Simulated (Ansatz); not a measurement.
Input for Ansatz (development build ahead of 0.2.0):

```yaml
crystal:
  periodic: [false, false, false]
  atoms:
    - { symbol: O, position_ang: [-0.04891, -0.35149, -1.90789] }
    - { symbol: H, position_ang: [-0.02958, -0.46412, -0.94407] }
    - { symbol: Cl, position_ang: [0.02446, 0.19383, 1.07293] }
    - { symbol: H, position_ang: [0.03169, 0.58439, -1.95511] }
basis:
  gaussian: { orbitals: aug-cc-pVDZ }
total_charge: -1
hamiltonian:
  xc: hf
correlation:
  method: mp2
  frozen_orbitals: { Cl: 5, H: 0, O: 1 }
```

The input is written out in the form of the current development build from the run's settings.

The run gave:

* Converged: yes
* Reference energy: -535.62229 hartree
* Correlation energy: -0.38312 hartree
* Total energy: -536.00542 hartree
* Spin squared of the determinant: 0.000
